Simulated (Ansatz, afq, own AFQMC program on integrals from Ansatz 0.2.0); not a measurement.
**Where AFQMC and coupled cluster stand for SiH4Cl, doublet**

```yaml
atoms:
  - { symbol: Si, position_ang: [-1.7017, 0.0000, 0.0000] }
  - { symbol: H, position_ang: [-2.1966, 1.3997, 0.0000] }
  - { symbol: H, position_ang: [-2.1966, -0.6999, 1.2122] }
  - { symbol: H, position_ang: [-2.1966, -0.6999, -1.2122] }
  - { symbol: H, position_ang: [-0.1017, 0.0000, 0.0000] }
  - { symbol: Cl, position_ang: [1.5383, 0.0000, 0.0000] }
```

Connectivity, by distances: SiH3 ··· Cl, 1 bridging H.

Basis cc-pVTZ. Only valence electrons are correlated. Ansatz 0.2.0 and our own AFQMC program on the same integrals; the CISD trial comes from CCSD amplitudes, and released means the phaseless constraint is let go. ± is one standard error of the sampling.

Determinant: UHF, the one that the program's search chose, which needn't be the lowest solution. The geometry is a point of a scan.

No full CI on the walks' own integrals is used here. The released AFQMC energy serves as the reference, which it does only where one determinant dominates, the energy is flat over the last release times and near the phaseless one (40 meV or 2 meV an electron, half that with transition metals). On small molecules, where full CI could be run and the noise was under 10 meV, such values lay within 10 meV of it in 19 cases of 20, a flattering rate, since the rule was set on those same cases; what remains of the bias isn't in the error bar.

Cautions: the released value is read at 1.50 1/Eh with a noise of 11 meV, more than in the cases checked (meV from the phaseless value at times in 1/Eh: -9 ± 6 at 0.24, -6 ± 7 at 0.51, -10 ± 9 at 0.99, -9 ± 11 at 1.50).

```
T1 diagnostic                               : 0.0151
weight of the determinant in the CISD state : 0.846
⟨S²⟩ of the determinant                     : 0.778
size of the correlated space                : 15 electrons in 114 orbitals
```

Reference: AFQMC with the constraint released, correlation energy -10.524 ± 0.011 eV.

| level | E − E(reference) (kcal/mol) | share of correlation (%) |
| --- | --- | --- |
| HF | 242.68 ± 0.25 | 0.00 |
| MP2 | 39.43 ± 0.25 | 83.75 |
| CCSD | 8.95 ± 0.25 | 96.31 |
| CCSD(T) | 1.17 ± 0.25 | 99.52 |
| ph-AFQMC/CISD | 0.22 ± 0.29 | 99.91 |

A walk keeps the symmetry of its determinant, which the program's search chose and which needn't be the lowest solution, so a lower state of the same spin and another symmetry isn't excluded. Released energies are given only where the last usable release times agree within the noise; a slower fall can still hide under it.
